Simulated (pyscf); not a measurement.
Structures and frequencies: ωB97X-D3(BJ)/def2-SVP in PySCF.

SMILES: [F][MoH2]([F])([F])[F]
```xyz
7

F      0.0519     1.1944     1.6976
Mo     0.5705     1.7632     0.0243
F      1.7990     2.0757    -1.3120
F      1.2779     3.3012     0.7483
F      0.5698    -0.0368    -0.3633
H     -0.8241     2.6164     0.1237
H     -0.4820     1.8131    -1.2301
```

What is the homolytic dissociation enthalpy (298 K, ωB97M-D3(BJ)/def2-TZVP) of the H–Mo bond of F–MoH₂(F)(F)–F, to [F–MoH(F)(F)–F]• + H•?

H–Mo to [F–MoH(F)(F)–F]• + H•: 35.6 kcal/mol. The 7 functionals that were run give +32.3 (M06-2X) to +42.9 kcal/mol (PBE). The radicals are drawn with the spin at the cut bond; how far it spreads was not checked. Open-shell species with a d-block atom are single-reference here; other states, and whether the spin sits on metal or ligand, were not checked. Elements past Kr carry the def2 core potentials, without spin-orbit coupling.
